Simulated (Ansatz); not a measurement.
Take BP in the zinc blende structure (space group F-43m, No. 216; a = 4.5364 Å) as the base.

All numbers come from DFT with r2SCAN, PAW potentials and a 500 eV plane-wave cutoff in Ansatz (a quantum-chemistry and plane-wave program), no spin-orbit coupling, earlier PAW set.

It is then changed as follows: full substitution P → N, then cell and atoms are relaxed.

Measured lattice parameter a: BP 4.525 Å (static lattice; corrected from measurement; as listed in Daniel Mejia-Rodriguez, S. B. Trickey, Phys. Rev. B (2018)); BN 3.593 Å (static lattice; corrected from measurement; as listed in Tamar Goldzak et al., The Journal of Chemical Physics (2022)).

Question: How well does r2SCAN reproduce the measured shift?

Answer: With r2SCAN the lattice parameter a moves by -0.928 Å (4.536 → 3.609) against -0.932 Å measured.

Whether these cells are dynamically stable was not tested.
